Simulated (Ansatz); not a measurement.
**PO radical: small, medium and large basis sets**

One table from this session's results is given with a row withheld; the runs are named, their logs left out.

Program: Ansatz 0.2.0, Gaussian basis. Level of theory: one geometry, several basis sets. These are calculated values, not measurements.

Plan: PBE0-D4/def2-SVP; ωB97M-V/def2-SVP; PBE0-D4/def2-QZVPP; ωB97M-V/def2-QZVPP; CCSD(T)/cc-pV(D+d)Z; CCSD(T)/cc-pV(T+d)Z; CCSD(T)/cc-pV(Q+d)Z; the functionals' def2-TZVPP values are taken from earlier runs.

### The geometry

All runs share one geometry, relaxed beforehand with PBE0-D4 in a triple-zeta def2 set.

SMILES `O=[P]`, 2 atoms, charge 0, spin multiplicity 2.

Atoms are counted from 1 here; the program's logs count them from 0.

Bond lengths: O1–P2 1.474 Å.

Geometry (Å):

```xyz
2

O     0.00000    0.00000   -0.00946
P     0.00000    0.00000    1.46455
```

The first run:

File in.yaml:

```yaml
crystal:
  periodic: [false, false, false]
  atoms:
    - {symbol: O, position_ang: [0.000000, 0.000000, -0.009457]}
    - {symbol: P, position_ang: [-0.000000, -0.000000, 1.464547]}
basis:
  gaussian: {orbitals: def2-SVP}
magnetization: {spin_polarized: true, initial_magnetization: 1}
hamiltonian: {xc: pbe0, dispersion: d4}
output: {orbitals: {seedname: orbitals}}
```

Launch:

```console
ansatz run in.yaml --threads 2 --pin off --events-out ev --progress --plain --max-ram 32768MiB --backend cpu
```

Among the steps run: PBE0-D4 in def2-SVP; ωB97M-V in def2-SVP; PBE0-D4 in def2-QZVPP; ωB97M-V in def2-QZVPP.

One table of the session follows, with a row left open; its other results are not shown here.

It belongs to the step «Density functionals: the series». 

```
functional       basis  HOMO (eV)  LUMO (eV)
   PBE0-D4    def2-SVP      -5.53      -3.06
   PBE0-D4  def2-TZVPP      -5.81      -3.33
   PBE0-D4  def2-QZVPP      -5.87      -3.41
   ωB97M-V    def2-SVP      -7.39      -0.66
   ωB97M-V  def2-TZVPP          ?          ?
   ωB97M-V  def2-QZVPP      -7.73      -1.17
```

**Question.** Estimate the row for ωB97M-V, def2-TZVPP.

As computed: HOMO (eV): -7.65; LUMO (eV): -1.04. In the column «HOMO (eV)» it lies between ωB97M-V, def2-QZVPP (-7.73) and ωB97M-V, def2-SVP (-7.39).
